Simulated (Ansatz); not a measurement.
H4NOSi (`N[SiH2][O]`) radical at its PBE0-D4/def2-TZVP geometry, where that method's forces vanish. Charge 0, multiplicity 2.

```xyz
7

N     0.6967   -0.2284    0.7865
Si   -0.3273    0.0956   -0.5305
O    -1.8361    0.7384   -0.2874
H     1.3108    0.4783    1.1558
H     0.4817   -0.9316    1.4742
H    -0.7288   -1.1853   -1.1783
H     0.4031    1.0331   -1.4202
```

(1) What forces (eV/Å) does ωB97M-V/def2-TZVPP give on these atoms in Ansatz? (An estimate is asked.)

Results:

(1) Computed: 
```
N1   0.005  0.010  0.057
Si2  0.147 -0.123 -0.293
O3  -0.109  0.063  0.035
H4  -0.013 -0.027  0.002
H5   0.019  0.021 -0.012
H6   0.046  0.153  0.091
H7  -0.095 -0.097  0.120
```
